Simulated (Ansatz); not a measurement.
# C3H4F2O: up Jacob's ladder to CCSD(T)

An exercise on one series of results from a longer session: the logs are not shown, and one member is left open.

Computed with Ansatz 0.2.0, Gaussian basis. Level: functionals in def2-TZVPP, the program's frozen cores in correlated methods.

The runs, in order: PBE-D4, r2SCAN-D4, PBE0-D4, B3LYP-D4, ωB97X-V, ωB97M-V, B2PLYP; CCSD(T)/def2-TZVPP; MP2/def2-QZVPP; extrapolation to the limit.

## The geometry

An earlier PBE0-D4 in a triple-zeta def2 set relaxation fixed the geometry.

10 atoms, charge 0, spin multiplicity 1.

Atoms are counted from 1 here; the program's logs count them from 0.

Bond lengths: C1–C2 1.493 Å, C1–H7 1.089 Å, C1–H8 1.090 Å, C1–H9 1.089 Å, C2–F3 1.364 Å, C2–F4 1.364 Å, C2–C5 1.532 Å, C5–O6 1.194 Å, C5–H10 1.109 Å. Angles: C2–C1–H7 109.8°, C2–C1–H8 109.0°, C2–C1–H9 109.8°, H7–C1–H8 109.8°, H7–C1–H9 108.7°, H8–C1–H9 109.8°, C1–C2–F3 111.0°, C1–C2–F4 111.0°, C1–C2–C5 115.9°, F3–C2–F4 106.3°, F3–C2–C5 106.0°, F4–C2–C5 106.1°, C2–C5–O6 123.6°, C2–C5–H10 113.3°, O6–C5–H10 123.1°.

Coordinates:

```
C    -0.4067   -1.0741    0.3445
C     0.2843   -0.0104   -0.4426
F     1.6154   -0.2819   -0.5669
F    -0.2127    0.0590   -1.7110
C     0.1937    1.4091    0.1260
O    -0.3822    1.6809    1.1356
H    -1.4691   -0.8454    0.4199
H    -0.2698   -2.0320   -0.1572
H     0.0120   -1.1201    1.3490
H     0.7181    2.1637   -0.4943
```

Set-up of the first run:

The input, in.yaml:

```yaml
crystal:
  periodic: [false, false, false]
  atoms:
    - {symbol: C, position_ang: [-0.406745, -1.074143, 0.344482]}
    - {symbol: C, position_ang: [0.284339, -0.010374, -0.442650]}
    - {symbol: F, position_ang: [1.615358, -0.281938, -0.566880]}
    - {symbol: F, position_ang: [-0.212726, 0.059013, -1.710999]}
    - {symbol: C, position_ang: [0.193746, 1.409098, 0.125988]}
    - {symbol: O, position_ang: [-0.382174, 1.680915, 1.135603]}
    - {symbol: H, position_ang: [-1.469128, -0.845397, 0.419908]}
    - {symbol: H, position_ang: [-0.269776, -2.032036, -0.157229]}
    - {symbol: H, position_ang: [0.012015, -1.120098, 1.349044]}
    - {symbol: H, position_ang: [0.718091, 2.163659, -0.494265]}
basis:
  gaussian: {orbitals: def2-TZVPP}
hamiltonian: {xc: pbe, dispersion: d4}
output: {forces: true, orbitals: {seedname: orbitals}}
```

Launch:

```console
$ ansatz run in.yaml --threads 4 --pin off --events-out ev --progress --plain --max-ram 10444MiB
```

Steps of the session up to this table: PBE-D4 (GGA); r2SCAN-D4 (meta-GGA); PBE0-D4 (hybrid); B3LYP-D4 (hybrid); ωB97X-V (range-separated); ωB97M-V (range-separated); B2PLYP (double hybrid); CCSD(T) in def2-TZVPP; MP2 in def2-QZVPP.

One table of the session follows, with a row left open; its other results are not shown here.

| method | atomisation energy (kJ/mol) |
| --- | --- |
| PBE-D4 | 4324.2 |
| r2SCAN-D4 | 4187.3 |
| PBE0-D4 | 4190.2 |
| B3LYP-D4 | 4153.5 |
| ωB97X-V | 4176.0 |
| ωB97M-V | 4180.8 |
| B2PLYP | 4124.5 |
| HF/def2-TZVPP | 2930.7 |
| MP2/def2-TZVPP | 4181.7 |
| CCSD/def2-TZVPP | 3973.5 |
| CCSD(T)/def2-TZVPP | 4052.7 |
| MP2/CBS | ? |
| CCSD(T)/CBS | 4160.7 |

**Question.** Estimate the row for MP2/CBS.

As computed: atomisation energy (kJ/mol): 4289.7. In the column «atomisation energy (kJ/mol)» it lies between PBE0-D4 (4190.2) and PBE-D4 (4324.2).
